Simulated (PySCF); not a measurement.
Mapped SMILES: `[NH2:1][c:2]1[cH:3][cH:4][cH:5][s:6]1`; H(Xn) means a hydrogen on atom n.

Geometry: PBE0-D3(BJ)/def2-TZVP; GIAO shifts from PySCF 2.14, gas phase, non-relativistic, averaged over equivalent atoms.

At PBE0/pcSseg-2 (293 basis functions, 57 s wall time on 1 thread of an AMD EPYC 7R43 64-Core, shared host):
| atoms | δ (ppm) |
| --- | --- |
| N1 | 65.2 |
| C2 | 165.7 |
| C4 | 135.0 |
| C5 | 118.8 |
| C3 | 112.0 |
| S6 | 211.6 |
| H(C4) | 6.86 |
| H(C5) | 6.45 |
| H(C3) | 6.25 |
| H(N1) | 3.57 |

δ = σ(ref) − σ, references computed at the same level: NH3 for $^{15}$N (263.78 ppm); TMS for $^{13}$C (186.03 ppm), $^{1}$H (31.52 ppm); CS2 for $^{33}$S (512.98 ppm).

Task: What do these become at KT3/pcSseg-2?

Result: 
```tsv
atoms	δ at KT3/pcSseg-2	change
N1	67.9	+2.7
C2	152.2	-13.5
C4	123.1	-11.9
C5	107.2	-11.6
C3	102.9	-9.1
S6	200.1	-11.5
H(C4)	6.69	-0.17
H(C5)	6.24	-0.21
H(C3)	6.16	-0.09
H(N1)	3.60	+0.03
```

Shifts are taken against calculated references (same method and geometry level): NH3 for $^{15}$N (σref 261.05); $^{13}$C (σref 183.24) and $^{1}$H (σref 31.63) vs TMS; CS2 for $^{33}$S (σref 535.12).

The largest change is at C2 (aromatic carbon bearing nitrogen). Cost: 293 basis functions, 76 s wall time on 1 thread of an AMD EPYC 7R43 64-Core, shared host. The order of the carbon signals is the same at both levels.

Experimental scales use liquid or dissolved standards, which lie at an offset from isolated NH3 (liquid NH3: subtract about 20 ppm).
